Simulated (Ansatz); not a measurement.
A calculation with Ansatz (development build ahead of 0.2.0).

```yaml
crystal:
  periodic: [false, false, false]
  atoms:
    - { symbol: C, position_ang: [0.0237, 0.01119, -1.3046] }
    - { symbol: C, position_ang: [-0.00266, -0.0036, 0.02966] }
    - { symbol: C, position_ang: [-0.01692, 0.02468, 1.29221] }
basis:
  gaussian: { orbitals: def2-SVP }
hamiltonian:
  xc: hf
output:
  forces: true
```

The input is written out in the form of the current development build from the run's settings.

The run gave:

* Converged: yes
* Total energy: -113.25469 hartree

Forces (eV/Å):
| atom | Fx | Fy | Fz |
| --- | --- | --- | --- |
| C1 | -0.077 | -0.050 | 3.792 |
| C2 | 0.093 | 0.029 | -5.067 |
| C3 | -0.016 | 0.020 | 1.274 |
